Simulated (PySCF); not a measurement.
**Working out the ionisation energy of Cl**

Cl [Ne] 3s2 3p5 (2P) → Cl⁺ [Ne] 3s2 3p4 (3P). All numbers are calculated (PySCF 2.14, scalar relativity by spin-free X2C-1e, in ANO-RCC-VTZP (5s4p2d1f, 34 functions)). Frozen: 1s2. Energies in hartree (1 hartree = 27.21139 eV):

| part | Cl (lower) | Cl⁺ (upper) |
| --- | --- | --- |
| UHF | -460.897308 | -460.465585 |
| CCSD correlation | -0.200889 | -0.166677 |
| (T) | -0.006368 | -0.004695 |

Task: What does Hartree-Fock give?

Result: (-460.465585) − (-460.897308) = 0.431723 hartree = 11.748 eV.

Task: What do CCSD and CCSD(T) give?

Result: The CCSD correlation energies differ by 0.034212 hartree = 0.931 eV and the triples by 0.001673 hartree = 0.046 eV, so CCSD gives 12.679 eV and CCSD(T) 12.725 eV.

Measured between the centres of the two terms (NIST): 12.974 eV, so CCSD(T) (valence and next inner shell) is off by -0.249 eV.

What remains against the reference includes basis incompleteness, the frozen core and higher excitations.
